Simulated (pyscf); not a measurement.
H₃C–Ga(CH₃)–NH₂ (SMILES [CH3][Ga]([CH3])[NH2]) + CH₃• (SMILES [CH3]) -> H₃C–Ga(CH₃)–NH• (SMILES [CH3][Ga]([CH3])[NH]) + CH₄ (SMILES C), a hydrogen abstraction (doublet surface; H–N broken, C–H formed). Single points on ωB97X-D3(BJ)/def2-SVP structures (PySCF, gas phase). Energies in kcal/mol from the separated reactants.

Small-basis levels: PySCF, no dispersion term, spherical d functions. AM1 to PM7: differences of heats of formation from MOPAC, which are fitted to 298 K values and so differ in kind from electronic energies by zero-point and thermal terms. Open shells are spin-unrestricted. 

```tsv
level	barrier	reaction energy
HF/3-21G	30.9	+6.1
B3LYP/STO-3G	-17.6	-24.0
B3LYP/3-21G	12.0	+5.3
B3LYP/6-31G*+LANL2DZ	14.5	+3.5
B3LYP/6-311+G**+LANL2DZ	17.6	+7.7
PBE/def2-SVP	8.6	+5.3
PM7	26.8	+4.2
ωB97M-D3(BJ)/def2-TZVP	18.1	+6.5
```

Against the last row the barrier runs from -35.7 (B3LYP/STO-3G) to +12.8 kcal/mol (HF/3-21G). At B3LYP/STO-3G this geometry lies under one side, so the entry may be no barrier of that level: it is a single point on another level's saddle. ωB97M-D3(BJ)/def2-TZVP has limits of its own. One saddle was located; it need not be the lowest between these sides. The angle at the transferred H is 168°. In the def2 sets elements up to Kr have no core potential.
